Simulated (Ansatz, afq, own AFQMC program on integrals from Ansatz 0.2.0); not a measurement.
BGeH4, doublet → BGeH4, quartet

| atom | x (Å) | y (Å) | z (Å) |
| --- | --- | --- | --- |
| Ge | 0.0000 | 0.0000 | 0.2823 |
| B | 0.0000 | 0.0000 | -1.6912 |
| H | 0.0000 | 1.2553 | 1.1670 |
| H | 0.0000 | -1.2553 | 1.1670 |
| H | 0.0000 | 1.0424 | -2.2706 |
| H | 0.0000 | -1.0424 | -2.2706 |

Connectivity, by distances: GeH2–BH2.

E(quartet, charge +0) − E(doublet, charge +0) at this geometry, on UHF and UHF determinants.

Basis 6-31G. Only valence electrons are correlated. Ansatz 0.2.0 and our own AFQMC program on the same integrals; the CISD trial comes from CCSD amplitudes, and released means the phaseless constraint is let go. ± is one standard error of the sampling. No spin–orbit coupling. The errors of all members are added in quadrature.

No full CI on the walks' own integrals is used here. The released AFQMC energy serves as the reference, which it does only where one determinant dominates, the energy is flat over the last release times and near the phaseless one (40 meV or 2 meV an electron, half that with transition metals). On small molecules, where full CI could be run and the noise was under 10 meV, such values lay within 10 meV of it in 19 cases of 20, a flattering rate, since the rule was set on those same cases; what remains of the bias isn't in the error bar. Each member takes its own surest rung, up to full CI.

Errors are counted within 6-31G, not against nature.

Cautions: inner d shell frozen; no relativity below Rb; no spin-orbit coupling; BGeH₄ (doublet): the ph-AFQMC/HF walk drifts between its halves (2.1 errors), the released value is read at 2.40 1/Eh (meV from the phaseless value at times in 1/Eh: -1 ± 6 at 0.24, 8 ± 6 at 0.51, -2 ± 5 at 0.99, 2 ± 6 at 1.62, -2 ± 7 at 2.40); BGeH₄ (quartet): another spin lies lower, the released value is read at 2.40 1/Eh (meV from the phaseless value at times in 1/Eh: 4 ± 7 at 0.24, 2 ± 5 at 0.51, 6 ± 6 at 0.99, 0 ± 6 at 1.62, -4 ± 6 at 2.40); the upper state may be diffuse, so the gap hangs on the basis.

```
level  vertical spin gap (kcal/mol)
  MP2                         124.9
   HF                         119.4
```

Question: From these cheaper values, estimate the vertical spin gap at the reference level in 6-31G.

Answer: 123.1 ± 0.2 kcal/mol (AFQMC with the constraint released in 6-31G).

```json
{"level": "CCSD", "vertical spin gap (kcal/mol)": "122.8", "error against released AFQMC (kcal/mol)": "-0.3 ± 0.2"}
{"level": "CCSD(T)", "vertical spin gap (kcal/mol)": "123.1", "error against released AFQMC (kcal/mol)": "0.0 ± 0.2"}
{"level": "ph-AFQMC/HF", "vertical spin gap (kcal/mol)": "122.5 ± 1.1", "error against released AFQMC (kcal/mol)": "-0.6 ± 1.1"}
{"level": "ph-AFQMC/CISD", "vertical spin gap (kcal/mol)": "123.1 ± 0.2", "error against released AFQMC (kcal/mol)": "0.0 ± 0.3"}
```

Correlation beyond CCSD(T) changes it by less than twice the noise. The perturbative (T) step is worth +0.3 kcal/mol.

A walk keeps the symmetry of its determinant, which the program's search chose and which needn't be the lowest solution, so a lower state of the same spin and another symmetry isn't excluded. Released energies are given only where the last usable release times agree within the noise; a slower fall can still hide under it.
